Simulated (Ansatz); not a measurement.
PbO (Pbcm, No. 57)

These are r²SCAN0 (Ansatz, a quantum-chemistry and plane-wave program, plane waves, PAW) values and carry that method's errors.

Run with plane-wave cutoff 520 eV, 6×4×4 k mesh (along the axes of the cell as run), Fermi–Dirac smearing 0.01 eV, scalar-relativistic PAW data made under PBE.

Cell (measured lattice):

```cif
data_O4Pb4
_chemical_formula_sum 'Pb4 O4'
_space_group_name_H-M_alt 'Pbcm'
_space_group_IT_number 57
_space_group_name_Hall '-P 2c 2b'
_cell_length_a 5.89100
_cell_length_b 5.48900
_cell_length_c 4.77500
_cell_angle_alpha 90.000
_cell_angle_beta 90.000
_cell_angle_gamma 90.000
loop_
_atom_site_label
_atom_site_type_symbol
_atom_site_symmetry_multiplicity
_atom_site_Wyckoff_symbol
_atom_site_fract_x
_atom_site_fract_y
_atom_site_fract_z
_atom_site_occupancy
Pb1 Pb 4 d 0.23090 0.47920 0.25000 1
O1 O 4 d 0.13090 0.08860 0.25000 1
```

| Quantity | Value |
|---|---|
| band gap | 3.87 eV |
| smallest direct gap on the k points sampled | 4.35 eV |
| Γ–Γ gap | 5.00 eV |

Note: cell and atoms aren't relaxed at this level (largest force component 0.36 eV/Å, pressure -0.4 GPa).

Spin–orbit coupling is not included; with these elements it can move the gap by several tenths of an eV or more.

The computed numbers hold no vibrational or temperature effects.

Cost on a shared machine: around 21 core-minutes (rough).
